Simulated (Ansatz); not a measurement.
The input, for Ansatz 0.2.0:

```yaml
crystal:
  periodic: [false, false, false]
  atoms:
    - {symbol: Al, position_ang: [0.000000, 0.000000, 0.000000]}
    - {symbol: O, position_ang: [0.000000, 0.000000, 1.620001]}
basis:
  gaussian: {orbitals: 6-31G}
total_charge: 1
correlation: {method: fci, electrons: outside_noble_gas}
```

```sh
$ ansatz run in.yaml --threads 1 --pin off --events-out ev --progress --plain --max-ram 2393MiB
```

Output:

```
390 factors; integrals over basis functions are off by at most 9.7e-8 eV
mean field evaluation 1: about -8587.5947 eV, gradient 8.8e1 eV
mean field evaluation 2: about -8587.6108 eV, gradient 8.8e1 eV
mean field evaluation 4: about -8604.3684 eV, gradient 2.4e1 eV
mean field evaluation 8: about -8606.8040 eV, gradient 1.3e0 eV
mean field evaluation 16: about -8606.8173 eV, gradient 1.3e-6 eV
mean field evaluation 32: about -8606.7593 eV, gradient 9.3e-1 eV
mean field evaluation 64: about -8606.3678 eV, gradient 1.2e1 eV
mean field -8606.81729612 eV, -316.2947017222 hartree, gradient 1.2e-6 eV, S^2 0.000000; 6 other end points of the search recorded, 0 dependent functions left out; unrestricted orbitals would lower it
unrestricted determinant -8609.05243676 eV, -316.3768416254 hartree, S^2 1.0096
6 core orbitals not correlated: weight in the atoms' cores, before any rotation towards them, 1.000 or more for the frozen orbitals, at most 0.000 for the correlated occupied ones
reference -8606.81729612 eV, -316.2947017222 hartree; 4, 4 occupied and 12, 12 virtual orbitals, 390 factors
state -8612.65353454 eV, -316.5091795279 hartree
Total energy: -8612.65353454 eV, -316.5091795279 hartree
```

Ran on 1 thread of Arm Neoverse V1, shared host: 6 s wall, 0.14 GiB peak host memory.
